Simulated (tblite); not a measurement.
C3H9OP.
Bonds: C1–O2, O2–C3, C3–P4, P4–C5. Hydrogens: H6, H7, H8 on C1; H9, H10 on C3; H11 on P4; H12, H13, H14 on C5.

A start from a force field or distance geometry was refined with GFN2-xTB geometry optimisation, gas phase in tblite 0.8.0. Values at the start:

| coordinate | start |
| --- | --- |
| C1–O2 | 1.380 Å |
| C1–H6 | 1.124 Å |
| C1–H7 | 1.124 Å |
| O2–C3 | 1.411 Å |
| C3–P4 | 1.846 Å |
| C3–H9 | 1.127 Å |
| P4–C5 | 1.840 Å |
| P4–H11 | 1.445 Å |
| C5–H12 | 1.114 Å |
| C1–O2–C3 | 110.9° |
| O2–C3–P4 | 107.2° |
| C3–P4–C5 | 112.8° |
| C1–O2–C3–P4 | 60° |
| O2–C3–P4–C5 | 93° |

Task: How do these coordinates change at the GFN2-xTB level?

Result: 
| coordinate | GFN2-xTB (Å or °) | change |
| --- | --- | --- |
| P4–H11 | 1.400 | -0.045 |
| C3–P4 | 1.882 | +0.036 |
| C1–H6 | 1.097 | -0.027 |
| C5–H12 | 1.088 | -0.026 |
| C1–H7 | 1.098 | -0.026 |
| C1–O2 | 1.405 | +0.025 |
| C3–H9 | 1.102 | -0.025 |
| O2–C3 | 1.401 | -0.010 |
| P4–C5 | 1.848 | +0.008 |
| C3–P4–C5 | 97.5 | -15.3 |
| O2–C3–P4 | 112.2 | +5.0 |
| C1–O2–C3 | 113.2 | +2.3 |
| O2–C3–P4–C5 | 70 | -23 |
| C1–O2–C3–P4 | 68 | +8 |

The energy falls by 27.8 kcal/mol over 94 L-BFGS steps, the largest force on an atom goes from 2.74 to 0.009 eV/Å, and the atoms move by 0.424 Å rms after alignment. The bond that changes most is P4–H11 (phosphine phosphorus to P–H hydrogen), which shortens by 0.045 Å. Bonds longer at the end by more than 0.005 Å: 3 of 13; shorter: 9. Among the dihedrals that turn most is O2–C3–P4–H11, from -136° to 167°. Rotational constants go from 7851, 2183, 2114 to 6852, 2316, 2206 MHz.

Its GFN2-xTB frequencies are all real (lowest 57 cm⁻¹). The numbers are those of one conformer. 3 starts were optimised and ended at 0.00, 0.23 and 2.02 kcal/mol (GFN2-xTB); the lowest of these is shown.

These are computed values.
